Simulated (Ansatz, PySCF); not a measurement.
Species: silicon monoxide, SiO, net charge 0, singlet state. SMILES: [O+]#[Si-]
Geometry: optimised at B3LYP-D3(BJ)/def2-TZVP (Ansatz, a quantum-chemistry and plane-wave program).


Wanted: enthalpy of formation at 298 K (from the atomisation energy, B3LYP-D3(BJ)/def2-TZVP harmonic zero-point and thermal terms from PySCF, and the atoms' enthalpies of formation in the G2/97 table, which holds older values for B and Si; no spin-orbit terms, and no core term in the frozen-core levels), in kJ/mol. Cores are frozen in the correlated levels unless marked. Open shells are spin-unrestricted. No spin-orbit coupling. Non-relativistic unless marked X2C. The coupled-cluster limit lacks core correlation, which all-electron functionals hold. CBS marks a two-point X^-3 extrapolation of the correlation energy; Hartree-Fock from the larger set (for Q and 5 zeta extrapolated as (X+1)exp(-9√X)).

| level | program | enthalpy of formation at 298 K (kJ/mol) |
|---|---|---|
| HF/cc-pV(Q+d)Z | Ansatz | 238.3 |
| SVWN5/def2-TZVPD | Ansatz | -232.7 |
| BLYP-D4/def2-TZVPD | Ansatz + dftd4 | -118.7 |
| PBE0/def2-TZVP | Ansatz | -60.3 |

**Question.** Predict the CCSD(T)/CBS(cc-pV(Q+d)Z,cc-pV(5+d)Z) result (Ansatz).

**Answer.** -101.0 kJ/mol, so PBE0/def2-TZVP differs from it by 40.7 kJ/mol.
